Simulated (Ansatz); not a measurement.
C4H7N can be A, `C#CC(C)N`, or B, `CC1(C)C=N1`.

Isolated molecules relaxed with PBE0-D4/def2-TZVP in Ansatz; ΔE leaves out vibrations. CCSD(T)/CBS is the MP2 limit (def2-TZVPP, def2-QZVPP) plus CCSD(T) − MP2 in def2-TZVPP, frozen cores. DFT in def2-TZVPP. B3LYP here is the variant with VWN-RPA as its local correlation; programs differ in this. One conformer a species, not always the lowest.

A:

```xyz
12

C    -2.2480    0.1967    0.7524
C    -1.1953    0.1174    0.1784
C     0.0948   -0.0194   -0.5064
C     1.1403    0.8971    0.1139
N     0.5977   -1.3894   -0.5323
H    -3.1813    0.2691    1.2587
H    -0.0512    0.2861   -1.5490
H     2.0764    0.8050   -0.4385
H     1.3194    0.6184    1.1553
H     0.8085    1.9358    0.0956
H    -0.0937   -2.0027   -0.9475
H     0.7324   -1.7140    0.4193
```

B:

Z-matrix (Å, degrees):
```
C
C 1 1.504
H 1 1.095 2 110.5
H 1 1.094 2 110.9 3 119.1
H 1 1.091 2 111.3 3 -120.3
C 2 1.504 1 115.3 3 -57.4
C 2 1.445 1 120.9 3 141.5
N 2 1.529 1 116.5 3 84.6
H 6 1.091 2 111.3 1 177.6
H 6 1.094 2 110.9 1 -61.7
H 6 1.095 2 110.5 1 57.3
H 7 1.085 2 152.9 1 80.1
```

Question: Which is lower in electronic energy at CCSD(T)/CBS, and by how much? (An estimate is asked.)

Answer: The calculation gave: A, by 2.8 kcal/mol.

Question: Give E(B) − E(A) in kcal/mol with r2SCAN-D4, ωB97M-V, HF/def2-TZVPP, CCSD/def2-TZVPP, MP2/def2-TZVPP, PBE0-D4, B3LYP. (An estimate is asked.)

Answer: Computed: r2SCAN-D4 -0.9, ωB97M-V 1.0, HF/def2-TZVPP 6.5, CCSD/def2-TZVPP 2.6, MP2/def2-TZVPP 1.8, PBE0-D4 -1.6, B3LYP 2.8. The order is the other way round with r2SCAN-D4, PBE0-D4.

Largest T1 diagnostic: 0.011.

In def2-TZVPP, CCSD(T) changes the Hartree–Fock value by −4.7 kcal/mol (the triples alone add −0.8 kcal/mol) and MP2 by −4.7 kcal/mol.
